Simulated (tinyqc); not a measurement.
Worked calculation (part 2 of 2): RHF in the sto-3g basis, for H2F+, spin multiplicity 1. Computed by tinyqc, a small Python program that keeps every step (integrals from PySCF). Command: `OMP_NUM_THREADS=1 python tinyqc.py 22008 22009 out.jsonl` (the two numbers bound the seeds that draw the settings). One thread of a shared host (Intel(R) Xeon(R) Processor @ 2.60GHz), about 0.06 s of CPU time with the checks.

Geometry (angstrom):
```
atom         x          y         z
F     0.000000   0.000000  0.000000
H     0.000000   1.174000  0.658000
H     0.000000  -1.169000  0.655000
```

## Convergence

Stop when the energy changes by less than 1e-10 hartree and every element of the error matrix X^T (F D S - S D F) X is below 3e-06.

Course of the cycle:
```
iteration   E (hartree)     change  largest element of the error matrix
1          -37.93848523          -                             2.68e-01
2          -98.04976980  -6.01e+01                             3.61e-01
3          -98.11027358  -6.05e-02                             3.71e-01
4          -98.06582502   4.44e-02                             3.64e-01
5          -98.65196410  -5.86e-01                             1.75e-01
6          -98.70476906  -5.28e-02                             1.70e-02
7          -98.70538481  -6.16e-04                             7.16e-03
8          -98.70565065  -2.66e-04                             4.37e-04
9          -98.70565099  -3.36e-07                             2.19e-05
10         -98.70565099  -8.32e-10                             6.95e-06
11         -98.70565099  -7.64e-11                             2.37e-06
```

PySCF RHF in the same basis = -98.70565099 hartree

Converged in 11 iterations.

## Populations, bond orders and dipole

D after iteration 11, lower triangle:
```
            1F 1s      1F 2s    1F 2px     1F 2py    1F 2pz      2H 1s     3H 1s
1F 1s    2.115668
1F 2s   -0.485627   2.048803
1F 2px   0.000000   0.000000  2.000000
1F 2py  -0.000347   0.001912  0.000000   1.140608
1F 2pz   0.050442  -0.259690  0.000000   0.001459  1.611216
2H 1s   -0.020109   0.040868  0.000000   0.543135  0.428869   0.378360
3H 1s   -0.020007   0.039585  0.000000  -0.544176  0.428233  -0.139159  0.379827
```

overlap S, lower triangle:
```
           1F 1s     1F 2s    1F 2px     1F 2py    1F 2pz     2H 1s     3H 1s
1F 1s   1.000000
1F 2s   0.237990  1.000000
1F 2px  0.000000  0.000000  1.000000
1F 2py  0.000000  0.000000  0.000000   1.000000
1F 2pz  0.000000  0.000000  0.000000   0.000000  1.000000
2H 1s   0.017987  0.218217  0.000000   0.171809  0.096295  1.000000
3H 1s   0.018225  0.220566  0.000000  -0.173436  0.097178  0.066086  1.000000
```

Mulliken: Z minus the diagonal of D S on the atom; Loewdin: the same with S^(1/2) D S^(1/2); Mayer order: 2 sum_s sum (D(s) S)_ij (D(s) S)_ji over the two atoms.

Charges (e):
```
atom  Mulliken   Loewdin
1F    0.027324  0.080020
2H    0.487667  0.461534
3H    0.485008  0.458446
```

Mayer bond orders:
```
pair     order
2-1   0.737206
3-1   0.739792
3-2   0.024975
```

dipole moment about the origin, x y z (debye): 0.000000  0.025941  3.451948
